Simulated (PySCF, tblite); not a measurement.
Isomers of C4H7OS (doublet state). Calculated harmonic vibrations of the isolated species, GFN2-xTB (tblite), most abundant isotopes, no scaling. This tight-binding method is rough: wavenumbers can miss measured ones by several per cent, in bad cases by 10 to 20. Modes of hydrogen on sulfur can be 10 to 20 % off. One conformer each. Open shells enter through the occupations alone, without spin polarisation, and single modes of such species can be off by tens of per cent.

Electronic energies: B3LYP/pcH-1 single points on the GFN2-xTB geometries (PySCF, gas phase).

```csv
SMILES,"electronic energy, lowest = 0 (kcal/mol)"
C[C](S)C(C)=O,0.0
[CH2]C(=O)[C@@H](C)S,18.7
[CH2]OC(=S)CC,25.1
```

**Question.** How do GFN2-xTB zero-point energies change the relative energies?

**Answer.** 
| SMILES | ZPE (kcal/mol) | of it from modes above 1550 cm⁻¹ | electronic (kcal/mol) | with ZPE, lowest = 0 (kcal/mol) | lowest mode (cm⁻¹) | rings |
| --- | --- | --- | --- | --- | --- | --- |
| C[C](S)C(C)=O | 60.8 | 31.6 | 0.0 | 0.0 | 94 | 0 |
| [CH2]C(=O)[C@@H](C)S | 60.3 | 29.3 | 18.7 | 18.2 | 59 | 0 |
| [CH2]OC(=S)CC | 62.5 | 30.6 | 25.1 | 26.9 | 26 | 0 |

The zero-point energies span 2.2 kcal/mol, from `[CH2]C(=O)[C@@H](C)S` to `[CH2]OC(=S)CC`. The order is unchanged.

**Question.** And how do the electronic energies of GFN2-xTB itself compare?

**Answer.** `C[C](S)C(C)=O` 0.0; `[CH2]C(=O)[C@@H](C)S` 18.2; `[CH2]OC(=S)CC` 13.8 kcal/mol, lowest = 0. Against the energies above, taken from the same isomer `C[C](S)C(C)=O`, the largest difference is 11.3 kcal/mol.

**Question.** What do entropy and thermal enthalpy add at 298.15 K and 1 bar (rigid rotor, harmonic oscillator, one conformer each)?

**Answer.** 
```csv
SMILES,point group,symmetry number,S (cal/(mol K)),H − H(0) (kcal/mol),ZPE + H − H(0) − TS (kcal/mol)
C[C](S)C(C)=O,Cs,1,88.5,5.64,40.0
[CH2]C(=O)[C@@H](C)S,C1,1,85.1,5.22,40.1
[CH2]OC(=S)CC,C1,1,88.1,5.35,41.6
```

S holds R ln(2S + 1) for the spin.
